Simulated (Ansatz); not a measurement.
```yaml
crystal:
  periodic: [false, false, false]
  atoms:
    - {symbol: Ga, position_ang: [-0.934003, -0.633982, -0.003538]}
    - {symbol: S, position_ang: [0.371668, 1.489131, 0.011371]}
    - {symbol: P, position_ang: [1.626651, -0.133985, -0.003813]}
    - {symbol: H, position_ang: [2.798219, 0.599384, 0.000127]}
basis:
  gaussian: {orbitals: def2-TZVP}
magnetization: {spin_polarized: true, initial_magnetization: 1}
hamiltonian: {xc: pbe0}
relax: {f_tol: 0.004, max_steps: 80}
```

```sh
$ ansatz run in.yaml --threads 1 --pin off --events-out ev --progress --plain --max-ram 2176MiB
```

Steps of the relaxation (energy above the last step; positions in Å, forces in eV/Å):

```
4
step 1, 62.5 meV
Ga   -0.934   -0.634   -0.004    0.149    0.390    0.003
S     0.372    1.489    0.011   -0.542   -0.369   -0.002
P     1.627   -0.134   -0.004   -0.496   -0.220   -0.001
H     2.798    0.599    0.000    0.889    0.199    0.000
```

```
4
step 2, 19.2 meV
Ga   -0.945   -0.618   -0.003   -0.008    0.023    0.000
S     0.274    1.472    0.011    0.247   -0.094   -0.001
P     1.634   -0.081   -0.003   -0.291   -0.206   -0.001
H     2.899    0.547    0.000    0.052    0.277    0.002
```

```
4
step 3, 5.9 meV
Ga   -0.949   -0.609   -0.003   -0.023    0.067    0.001
S     0.305    1.462    0.011   -0.018   -0.072   -0.001
P     1.633   -0.111   -0.004    0.049   -0.037    0.000
H     2.874    0.579    0.000   -0.008    0.043    0.000
```

```
4
step 8, 0.0 meV
Ga   -1.002   -0.575   -0.003    0.002    0.001    0.000
S     0.312    1.412    0.011    0.000    0.001    0.000
P     1.678   -0.141   -0.004   -0.002   -0.002    0.000
H     2.874    0.626    0.000   -0.001    0.001    0.000
```

Close pairs at the end: P3–H4 1.421 Å, S2–P3 2.068 Å, Ga1–S2 2.383 Å, Ga1–P3 2.716 Å.

A stationary point of unrestricted PBE0 after 8 steps, with ⟨S²⟩ = 0.759 against 0.75 for a pure state; no frequencies were run, so it isn't proven a minimum. 38 s on 1 thread of Intel Xeon Platinum 8488C, shared host.
